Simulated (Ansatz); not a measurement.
Structure relaxation of Ta₂Cu

Level of theory: Ansatz, DFT PBE, scalar-relativistic, plane waves, PAW. Cutoff 420 eV, Γ-centred k mesh, Gaussian smearing, no spin polarisation in the final step.

A relaxed cell is given with its space group left out.

```xyz
6
Lattice="0.0000 3.7966 3.7966 3.7966 0.0000 3.7966 3.7966 3.7966 0.0000" Properties=species:S:1:pos:R:3 pbc="T T T"
Ta    4.7457    4.7457    4.7457
Ta    4.7457    2.8474    2.8474
Ta    2.8474    2.8474    4.7457
Ta    2.8474    4.7457    2.8474
Cu    0.0000    0.0000    0.0000
Cu    1.8983    1.8983    1.8983
```

Formation energies are uncorrected and refer to the elements' standard structures at the same level.

Task: What space group does it have?

Result: Fd-3m (No. 227). Conventional cell: a = 7.593 Å. Ta has 6 Ta at 2.68 Å and 6 Cu at 3.15 Å; Cu is coordinated by 12 Ta at 3.15 Å and 4 Cu at 3.29 Å.

Task: How far does it lie from the elements in energy?

Result: 0.72 eV/atom.

Task: Is it a metal?

Result: Yes, bands cross the Fermi level on the 8×8×8 mesh.

The final run used a 8×8×8 mesh on its 6-atom cell and 0.10 eV smearing. For metals, differences of a few meV/atom aren't resolved. Spin–orbit coupling is left out. The cell came from a trial start, so Ta₂Cu may not exist in this structure.

Cost: 3 runs of about 0.92 core-minutes in all, on Arm Neoverse V2 (shared hosts).